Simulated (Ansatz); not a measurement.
## Nudged elastic band run: BClFH

input.yaml

```yaml
crystal:
  periodic: [false, false, false]
  atoms:
    - { symbol: B, position_ang: [0.359806, 0.0, 0.078] }
    - { symbol: Cl, position_ang: [0.711795, 0.0, 1.786953] }
    - { symbol: H, position_ang: [1.245205, 0.0, -0.735576] }
    - { symbol: F, position_ang: [-0.893106, 0.0, -0.307377] }
basis:
  gaussian: { orbitals: def2-SVP }
hamiltonian:
  xc: pbe0
  dispersion: d4
neb:
  order_check: false
  images: 7
  f_tol: 0.05
  max_iterations: 60
  final_atoms:
    - { symbol: B, position_ang: [-0.46938484, 5.499e-05, -0.53602399] }
    - { symbol: Cl, position_ang: [2.14965014, -1.448e-05, 1.78424128] }
    - { symbol: H, position_ang: [1.19459031, -2.135e-05, 0.89521358] }
    - { symbol: F, position_ang: [-1.45115561, -1.916e-05, -1.32143087] }
  initial_path:
    images:
      - { positions_ang: [[0.359806, 0.0, 0.078], [0.711795, 0.0, 1.786953], [1.245205, 0.0, -0.735576], [-0.893106, 0.0, -0.307377]] }
      - { positions_ang: [[0.26928214, 0.0, 0.05950433], [0.83575748, 0.0, 1.75804239], [1.27667548, 0.0, -0.60424383], [-0.9580151, 0.0, -0.39130288]] }
      - { positions_ang: [[0.17875828, 0.0, 0.04100866], [0.95971996, 0.0, 1.72913177], [1.30814595, 0.0, -0.47291166], [-1.02292419, 0.0, -0.47522877]] }
      - { positions_ang: [[0.08823442, 0.0, 0.02251299], [1.08368244, 0.0, 1.70022116], [1.33961643, 0.0, -0.3415795], [-1.08783329, 0.0, -0.55915465]] }
      - { positions_ang: [[-0.00228944, 0.0, 0.00401732], [1.20764492, 0.0, 1.67131055], [1.37108691, 0.0, -0.21024733], [-1.15274238, 0.0, -0.64308053]] }
      - { positions_ang: [[-0.11906329, 1.375e-05, -0.13099301], [1.44314622, -3.62e-06, 1.69954323], [1.32696276, -5.34e-06, 0.0661179], [-1.22734569, -4.79e-06, -0.81266812]] }
      - { positions_ang: [[-0.23583714, 2.749e-05, -0.26600334], [1.67864753, -7.24e-06, 1.72777591], [1.28283861, -1.067e-05, 0.34248312], [-1.301949, -9.58e-06, -0.9822557]] }
      - { positions_ang: [[-0.35261099, 4.124e-05, -0.40101366], [1.91414883, -1.086e-05, 1.7560086], [1.23871446, -1.601e-05, 0.61884835], [-1.3765523, -1.437e-05, -1.15184329]] }
      - { positions_ang: [[-0.46938484, 5.499e-05, -0.53602399], [2.14965014, -1.448e-05, 1.78424128], [1.19459031, -2.135e-05, 0.89521358], [-1.45115561, -1.916e-05, -1.32143087]] }
```

Run as:

```bash
$ ansatz run input.yaml --threads 1 --pin off --max-ram 2048MiB --backend cpu --events-out ev --progress --plain --runs-dir out
```

Output, in part (warnings, iteration lines, the closing report on the highest movable image, with atoms numbered from 0):

```
NEB end point (image 0): max|allowed force component| = 1.821e-2 eV/Å (the criterion of neb.relax_end_points is 1.000e-2)
NEB end point (image 8): max|allowed force component| = 4.251e-3 eV/Å (the criterion of neb.relax_end_points is 1.000e-2)
NEB iter   1: max|band force component| = 4.231e0 eV/Å  barrier→ = 4.8733 eV  barrier← = 1.4886 eV  Δτ_max = 0.2000 Å  (211 SCF iters)
NEB iter   2: max|band force component| = 2.030e0 eV/Å  barrier→ = 4.2212 eV  barrier← = 0.8365 eV  Δτ_max = 0.1911 Å  (195 SCF iters)
NEB iter   3: max|band force component| = 4.062e0 eV/Å  barrier→ = 4.0998 eV  barrier← = 0.7151 eV  Δτ_max = 0.1038 Å  (188 SCF iters)
NEB iter   4: max|band force component| = 2.861e0 eV/Å  barrier→ = 4.0841 eV  barrier← = 0.6994 eV  Δτ_max = 0.1002 Å  (182 SCF iters)
NEB iter   5: max|band force component| = 2.064e0 eV/Å  barrier→ = 3.9484 eV  barrier← = 0.5637 eV  Δτ_max = 0.0998 Å  (184 SCF iters)
NEB iter   6: max|band force component| = 1.636e0 eV/Å  barrier→ = 3.7716 eV  barrier← = 0.3869 eV  Δτ_max = 0.0980 Å  (184 SCF iters)
NEB iter   7: max|band force component| = 9.351e-1 eV/Å  barrier→ = 3.6977 eV  barrier← = 0.3130 eV  Δτ_max = 0.0999 Å  (178 SCF iters)
NEB iter   8: max|band force component| = 6.778e-1 eV/Å  barrier→ = 3.7674 eV  barrier← = 0.3827 eV  Δτ_max = 0.0998 Å  (174 SCF iters)
NEB iter   9: max|band force component| = 2.288e0 eV/Å  barrier→ = 3.7427 eV  barrier← = 0.3580 eV  Δτ_max = 0.0511 Å  (176 SCF iters)
NEB iter  10: max|band force component| = 4.478e-1 eV/Å  barrier→ = 3.7328 eV  barrier← = 0.3482 eV  CI = image 3  Δτ_max = 0.0693 Å  (176 SCF iters)
NEB iter  11: max|band force component| = 4.037e-1 eV/Å  barrier→ = 3.7492 eV  barrier← = 0.3645 eV  CI = image 3  Δτ_max = 0.0379 Å  (181 SCF iters)
NEB iter  12: max|band force component| = 1.222e-1 eV/Å  barrier→ = 3.7477 eV  barrier← = 0.3630 eV  CI = image 3  Δτ_max = 0.0066 Å  (169 SCF iters)
NEB iter  13: max|band force component| = 3.435e-2 eV/Å  barrier→ = 3.7472 eV  barrier← = 0.3625 eV  CI = image 3  Δτ_max = 0.0000 Å  (308 SCF iters)
Total energy: -15916.61306303 eV, -584.9247413986 hartree
Atom 0 at     0.098167     0.000000    -0.534893 Å, force    -0.027984    -0.000000    -0.017839 eV/Å
Atom 1 at     1.203317     0.000002     1.678436 Å, force    -0.009466     0.000000    -0.000609 eV/Å
Atom 2 at     1.277511    -0.000002     0.085189 Å, force     0.029167    -0.000000     0.009041 eV/Å
Atom 3 at    -1.155295    -0.000001    -0.406732 Å, force     0.008283     0.000000     0.009408 eV/Å
Dipole moment:    -0.281793    -0.000001    -0.490561 e Å
```

The forces met the threshold. Neighbouring images differ by up to 2.1 eV, so the band resolves the path poorly. A vibrational analysis at the climbing image gives one clearly imaginary mode, 822i cm⁻¹: a first-order saddle point. The orbitals stay closed-shell, which can raise the energy where a bond breaks towards radicals; this wasn't checked here.

Final band (atoms are numbered from 1 in the order of the input):

```csv
image,path coordinate (Å),energy (eV),B1–Cl2 (Å),B1–H3 (Å),Cl2–H3 (Å)
0,0.00,0.00,1.74,1.20,2.58
1,0.42,0.73,1.82,1.17,2.18
2,0.84,2.82,2.14,1.18,1.88
3,1.26,3.75,2.47,1.33,1.59
4,1.65,3.52,2.80,1.71,1.36
5,2.04,3.43,3.12,2.02,1.31
6,2.43,3.41,3.31,2.12,1.31
7,2.82,3.39,3.43,2.17,1.31
8,3.21,3.38,3.50,2.19,1.30
```

The run took 82 s on 1 thread of Arm Neoverse V2, with other jobs on the host, peak memory 0.096 GiB.
